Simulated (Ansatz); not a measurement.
We consider tetradymite Bi₂Te₃, described by LDA (Ansatz, a quantum-chemistry and plane-wave program, PAW).

Run with plane-wave cutoff 500 eV, 10×10×10 k mesh, gaussian smearing 0.02 eV, scalar-relativistic PAW data made under PBE.

Computed at the level's own relaxed cell.

**Question.** Estimate the equilibrium volume per atom, lattice parameter a, c axis length and band gap that the calculation returns.

**Answer.** 
- equilibrium volume per atom = 32.68 Å³/atom
- lattice parameter a = 4.352 Å
- c axis length = 29.885 Å
- band gap = 0.15 eV (on the SCF k mesh)

Measured, for comparison: lattice constant a 4.386 Å, lattice parameter c 30.497 Å (temperature not stated, not corrected to a static lattice; as tabulated in Luo et al. (2012), arXiv:1308.1523). Computed (rounded) less measured: lattice constant a -0.8 %, lattice parameter c -2.0 %. A static lattice is as a rule a little smaller and stiffer than an uncorrected measurement, which narrows the difference in the lattice constant a and would widen misses of the other sign.

Spin–orbit coupling is not included; with these elements it can move the gap by several tenths of an eV or more.
